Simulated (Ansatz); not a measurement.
C2H3F3, SMILES `FCC(F)F`, relaxed with RKS PBE0-D4/def2-TZVP in Ansatz from a PBE-D4/def2-SVP geometry. The force threshold is 0.005 eV/Å; the program also tests the step.

Charge 0, multiplicity 1.

Start:

```xyz
8

F    -1.496   -0.946   -0.294
C    -0.198   -0.743    0.119
C     0.179    0.719   -0.063
F     0.244    1.029   -1.388
F     1.415    0.914    0.490
H     0.500   -1.368   -0.482
H    -0.093   -1.010    1.193
H    -0.552    1.407    0.424
```

**Question.** How much energy does the relaxation release, and in how many steps? (Best estimate.)

**Answer.** The calculation gave: 3.24 kJ/mol, in 4 steps.

**Question.** Which bonds change most? (Best estimate.)

**Answer.** Ansatz gave: C3–H8 from 1.116 to 1.095 Å; C2–H6 from 1.113 to 1.093 Å; C2–H7 from 1.112 to 1.093 Å; C3–F5 from 1.368 to 1.356 Å.

**Question.** Give the relaxed structure. (Best estimate.)

**Answer.** Ansatz gave: 
```xyz
8

F    -1.479   -0.940   -0.291
C    -0.186   -0.740    0.122
C     0.175    0.714   -0.058
F     0.242    1.023   -1.372
F     1.402    0.917    0.481
H     0.487   -1.360   -0.477
H    -0.102   -1.007    1.179
H    -0.539    1.394    0.417
```
